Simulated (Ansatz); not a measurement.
System: diamond-structure Ge. Method: PBE0 in Ansatz (PAW).

Numerical settings: plane-wave cutoff 460 eV, 8×8×8 k mesh, Fermi–Dirac smearing 0.01 eV, scalar-relativistic PAW data made under PBE.

Response to compression and expansion:

```json
[
 {"V (Å³/atom)": "21.592", "P (GPa)": "4.92", "direct gap at Γ (eV)": "1.905"},
 {"V (Å³/atom)": "22.160", "P (GPa)": "2.56", "direct gap at Γ (eV)": "1.616"},
 {"V (Å³/atom)": "22.728", "P (GPa)": "0.51", "direct gap at Γ (eV)": "1.335"},
 {"V (Å³/atom)": "23.427", "P (GPa)": "-1.65", "direct gap at Γ (eV)": "1.004"},
 {"V (Å³/atom)": "23.865", "P (GPa)": "-2.82", "direct gap at Γ (eV)": "0.802"}
]
```

A straight line through the gaps at Γ against ln V gives a volume deformation potential dE_g(Γ)/d ln V of -11.0 eV: the gap at Γ widens under compression.

Measured, for comparison: band gap 0.79 eV (measured zero-point renormalisation of 52 meV added back here; inputs from Miglio et al. (2020), arXiv:2011.12765).

Spin–orbit coupling is not included.

Ansatz is an electronic-structure program.
